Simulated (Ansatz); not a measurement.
Relaxed structures of AlSiH4O, doublet (PBE0-D4/def2-TZVP; forces vanish, vibrations not checked; lower isomers may exist, and structures with a doubtful reference or unclear bonds are left out; Å). Program: Ansatz 0.2.0. Basis: def2-TZVPP. Cores are frozen in the correlated methods; orbitals are unrestricted.

**Question.** Rank them by CCSD(T) energy, lowest first, and give each one's height above the lowest. Links in brackets join atoms within 1.22 times the sum of their covalent radii (1.1 for two metals). (To be estimated.)
A.
AlSiH₄O ([AlH][O][SiH3])
```
7
angstrom
O 0.0176 -0.2926 -0.2758
Al 0.1233 -1.8685 0.3210
Si -0.3690 1.1939 -0.8111
H 1.6043 -2.4884 0.4162
H -1.2735 1.0982 -1.9881
H -1.0573 1.9638 0.2595
H 0.8611 1.9265 -1.2116
```
B.
AlSiH₄O ([O][AlH][SiH3])
```
7
angstrom
O -1.4996 -2.0587 0.0446
Al -0.1969 -1.1735 0.7234
Si 0.2106 0.9157 -0.5044
H 0.5497 -1.7655 1.9871
H -0.7302 1.0827 -1.6417
H 0.0608 2.0756 0.4189
H 1.6055 0.9238 -1.0279
```
C.
a complex of AlSiH₂O ([O][Al][SiH2]) + H₂
```
7
angstrom
O -0.2799 -1.3648 1.3697
Al 0.0328 -0.1854 0.3388
Si 0.3091 1.5936 -1.2459
H -0.9499 -3.5121 3.5175
H -0.7854 -2.9972 2.9964
H 0.7676 2.8840 -0.6712
H 1.0771 1.2385 -2.4665
```

**Answer.** Computed: A (0.0 kJ/mol), B (252.2 kJ/mol), C (331.4 kJ/mol). Heights count from the lowest.

T1 diagnostic: at most 0.028. ⟨S²⟩ of the unrestricted Hartree–Fock references: 0.76 to 0.77 (a pure state has 0.75).

For scale, one of the runs: CCSD(T)/def2-TZVPP, 171 basis functions, launched by `ansatz run in.yaml --threads 2 --pin off --events-out ev --progress --plain --max-ram 4352MiB`. Time: 71 s of wall clock on 2 CPU threads of an Intel Xeon 6975P-C; the host was shared. Peak host memory: 3.4 GiB.
